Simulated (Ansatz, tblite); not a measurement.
# The cluster Ag2Se+: rung by rung

One table from this session's results is given with a row withheld; the runs are named, their logs left out.

The runs use Ansatz 0.2.0, Gaussian basis; as each input shows.

The runs, in order: GFN1-xTB, GFN2-xTB, PBE-D4/def2-TZVP, r2SCAN-D4/def2-TZVP, ωB97M-V/def2-TZVP, LC-ωPBE/def2-TZVP, CAM-B3LYP-D4/def2-TZVP, B3LYP-D4/def2-TZVP, r2SCANh-D4/def2-TZVP, PBE-D4/def2-SVP, PBE0-D4/def2-SVP, CCSD(T)/def2-TZVP, RPA/def2-TZVP.

1 further run of the same task is left out (set aside as unsound or not needed). Runs told in other sessions of the task aren't counted.

### The structure

The geometry is that of the doublet, from an earlier relaxation (PBE-D4/def2-TZVP). At that level it is the lowest of the isomers that a small search found.

3 atoms, charge 1, spin multiplicity 2.

Bond lengths: Ag1–Se3 2.445 Å, Ag2–Se3 2.445 Å. Angles: Ag1–Se3–Ag2 91.3°.

Ag takes a core potential in the def2 sets. No spin-orbit coupling is included. The ion is computed in the gas phase, without counter-ions or solvent.

PBE0-D4/def2-TZVP was run before; its log isn't repeated, and its numbers join the tables.

The first run:

Tight binding, by tblite at 300 K electronic temperature and without a spin-polarisation term:

```python
tblite.interface.Calculator('GFN1-xTB', numbers, positions, charge=1, uhf=1).singlepoint()
```

Tight binding, by tblite at 300 K electronic temperature and without a spin-polarisation term:

```python
tblite.interface.Calculator('GFN2-xTB', numbers, positions, charge=1, uhf=1).singlepoint()
```

start.molden holds the orbitals of an earlier run on this state, given as this run's starting guess.

File in.yaml:

```yaml
crystal:
  periodic: [false, false, false]
  atoms:
    - {symbol: Ag, position_ang: [1.603609, 0.442551, -0.783031]}
    - {symbol: Ag, position_ang: [-1.277925, 0.569992, 1.192714]}
    - {symbol: Se, position_ang: [-0.325684, -1.012543, -0.409684]}
basis:
  gaussian: {orbitals: def2-TZVP, initial_orbitals: start.molden}
total_charge: 1
magnetization: {spin_polarized: true, initial_magnetization: 1}
hamiltonian: {xc: pbe, dispersion: d4}
scf: {omitted_lower_state_checks: [starts]}
output: {orbitals: {seedname: orbitals}}
```

Started as:

```console
$ ansatz run in.yaml --threads 4 --pin off --events-out ev --progress --plain --max-ram 3916MiB
```

Among the steps run: PBE-D4/def2-TZVP; r2SCAN-D4/def2-TZVP; ωB97M-V/def2-TZVP; LC-ωPBE/def2-TZVP; CAM-B3LYP-D4/def2-TZVP; B3LYP-D4/def2-TZVP; r2SCANh-D4/def2-TZVP; PBE-D4/def2-SVP; PBE0-D4/def2-SVP; CCSD(T)/def2-TZVP; RPA/def2-TZVP.

One of the session's tables, all rows but one given; the rest of the session is left out.

```
                 level  HOMO (eV)  LUMO (eV)  gap (eV)
       PBE-D4/def2-SVP     -11.32     -10.36      0.96
      PBE-D4/def2-TZVP     -11.28     -10.28      1.00
   r2SCAN-D4/def2-TZVP     -11.36      -9.85      1.51
  r2SCANh-D4/def2-TZVP     -11.73      -9.40      2.33
    B3LYP-D4/def2-TZVP          ?          ?         ?
      PBE0-D4/def2-SVP     -12.24      -9.11      3.13
     PBE0-D4/def2-TZVP     -12.18      -9.02      3.17
CAM-B3LYP-D4/def2-TZVP     -13.43      -7.92      5.51
     LC-ωPBE/def2-TZVP     -14.50      -6.30      8.20
     ωB97M-V/def2-TZVP     -14.17      -6.84      7.33
```

Q: Estimate the row for B3LYP-D4/def2-TZVP from the others.

As computed: HOMO (eV): -12.09; LUMO (eV): -9.50; gap (eV): 2.59. In the column «HOMO (eV)» it lies between PBE0-D4/def2-TZVP (-12.18) and r2SCANh-D4/def2-TZVP (-11.73).
